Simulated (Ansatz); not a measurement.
# C3H6F: the cost of one run

All numbers below are computed with Ansatz 0.2.0 (UKS revPBE-D4/STO-3G).

### Step 1. The starting structure

Bond lengths: C1–C2 1.436 Å, C2–C3 1.435 Å, C2–F4 1.289 Å, C1–H5 1.098 Å, C1–H6 1.098 Å, C1–H7 1.090 Å, C3–H8 1.100 Å, C3–H9 1.101 Å, C3–H10 1.086 Å. Angles (14 of 15 angles, heavy atoms first): C1–C2–C3 126.5°, C1–C2–F4 117.1°, C3–C2–F4 116.4°, C2–C1–H5 110.3°, C2–C1–H6 110.3°, C2–C1–H7 112.8°, C2–C3–H8 110.0°, C2–C3–H9 109.9°, C2–C3–H10 113.6°, H5–C1–H6 102.6°, H5–C1–H7 110.2°, H6–C1–H7 110.1°, H8–C3–H9 101.5°, H8–C3–H10 110.7°.

Structure file:

```xyz
10

C    -0.4212    1.0680   -0.6236
C    -0.2763   -0.3131   -0.2584
C     0.5795   -0.8406    0.7661
F    -0.9824   -1.1705   -0.9123
H     0.5547    1.4973   -0.8876
H    -0.7177    1.6640    0.2500
H    -1.1304    1.2169   -1.4372
H    -0.0078   -1.4464    1.4720
H     1.2546   -1.5965    0.3372
H     1.1468   -0.0791    1.2937
```

### Step 2. Relaxing the start

input.yaml reads:

```yaml
crystal:
  periodic: [false, false, false]
  atoms:
    - { symbol: C, position_ang: [-0.42115, 1.06801, -0.62359] }
    - { symbol: C, position_ang: [-0.27632, -0.31308, -0.25843] }
    - { symbol: C, position_ang: [0.57954, -0.84057, 0.76609] }
    - { symbol: F, position_ang: [-0.98242, -1.17049, -0.91228] }
    - { symbol: H, position_ang: [0.55468, 1.49731, -0.88761] }
    - { symbol: H, position_ang: [-0.71768, 1.66402, 0.25002] }
    - { symbol: H, position_ang: [-1.13036, 1.2169, -1.43716] }
    - { symbol: H, position_ang: [-0.00776, -1.44644, 1.47197] }
    - { symbol: H, position_ang: [1.25462, -1.59654, 0.33725] }
    - { symbol: H, position_ang: [1.14684, -0.07914, 1.29375] }
total_charge: 1
magnetization:
  spin_polarized: true
basis:
  gaussian: { orbitals: STO-3G }
hamiltonian:
  xc: revpbe
  dispersion: d4
relax:
  f_tol: 0.02
  max_steps: 40
```

Started as:

```console
$ ansatz run input.yaml --threads 1 --pin off --max-ram 2048MiB --backend cpu --events-out ev --progress --plain --runs-dir out
```

**Question.** How long does this run take on 1 thread of Arm Neoverse V1, shared host, and how much memory does it need?

About 11 s, with a peak of 0.12 GiB.
